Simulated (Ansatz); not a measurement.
**BClH₂S: vertical ionisation energy**

Aim: the vertical ionisation energy of BClH₂S, as cation minus neutral at the neutral's geometry, on several levels, and how well −ε(HOMO) stands in for it.

Method: unrestricted cation, the program's frozen cores in correlated methods; program: Ansatz 0.2.0, Gaussian basis.

The runs, in order: UKS PBE-D4/def2-TZVPP; UKS r2SCAN-D4/def2-TZVPP; UKS PBE0-D4/def2-TZVPP; UKS B3LYP-D4/def2-TZVPP; UKS wB97X-V/def2-TZVPP; UKS wB97M-V/def2-TZVPP; UKS B2PLYP/def2-TZVPP; UHF-CCSD(T)/def2-TZVPP; UHF-MP2/def2-QZVPP; extrapolation to the limit; then −ε(HOMO) from the neutral's earlier runs with LDA (SPW92), PBE-D4, revPBE-D4, BLYP-D4, r2SCAN-D4, B97M-V, PBE0-D4, B3LYP-D4, r2SCANh-D4, r2SCAN0-D4, HSE06-D4, BHLYP-D4, CAM-B3LYP-D4, LC-ωPBE, ωB97X-V, ωB97M-V.

### 1 The geometry

All runs share one geometry, relaxed beforehand with PBE0-D4 in a triple-zeta def2 set.

SMILES `SBCl`, 5 atoms, charge 0, spin multiplicity 1.

Atoms are counted from 1 here; the program's logs count them from 0.

Bond lengths: S1–B2 1.779 Å, S1–H4 1.343 Å, B2–Cl3 1.745 Å, B2–H5 1.189 Å. Angles: B2–S1–H4 96.1°, S1–B2–Cl3 118.6°, S1–B2–H5 122.1°, Cl3–B2–H5 119.3°.

### 2 Cation, UKS PBE-D4/def2-TZVPP

Input file in.yaml:

```yaml
crystal:
  periodic: [false, false, false]
  atoms:
    - {symbol: S, position_ang: [-1.294520, -0.008753, -0.323543]}
    - {symbol: B, position_ang: [0.402947, -0.217786, 0.164671]}
    - {symbol: Cl, position_ang: [0.888721, -1.738855, 0.868884]}
    - {symbol: H, position_ang: [-1.157647, 1.248230, -0.777118]}
    - {symbol: H, position_ang: [1.210398, 0.643365, 0.025706]}
basis:
  gaussian: {orbitals: def2-TZVPP}
total_charge: 1
magnetization: {spin_polarized: true, initial_magnetization: 1}
hamiltonian: {xc: pbe, dispersion: d4}
```

Further steps of the session: Cation, UKS r2SCAN-D4/def2-TZVPP; Cation, UKS PBE0-D4/def2-TZVPP; Cation, UKS B3LYP-D4/def2-TZVPP; Cation, UKS wB97X-V/def2-TZVPP; Cation, UKS wB97M-V/def2-TZVPP; Cation, UKS B2PLYP (frozen core)/def2-TZVPP; Cation, UHF-CCSD(T)/def2-TZVPP; Cation, UHF-MP2/def2-QZVPP.

Q: Predict the results of all the runs planned. Wanted: ionisation energy, CCSD(T)/CBS; nearest functional by difference; nearest −ε(HOMO); −ε(HOMO) of PBE; T1 of the cation.

**Answer**, as computed:

| quantity | value |
| --- | --- |
| ionisation energy, CCSD(T)/CBS | 10.83 eV |
| nearest functional by difference | ωB97X-V (-0.10 eV) |
| nearest −ε(HOMO) | LC-ωPBE (+0.19 eV) |
| −ε(HOMO) of PBE | 7.13 eV |
| T1 of the cation | 0.028 |

Energy differences with functionals land within 0.40 eV of the reference. The PBE orbital energy is 3.7 eV too small: a semilocal HOMO is no ionisation energy. Among orbital estimates LC-ωPBE comes nearest. Hartree-Fock falls 1.18 eV short, as the neutral has more correlation energy than the cation.
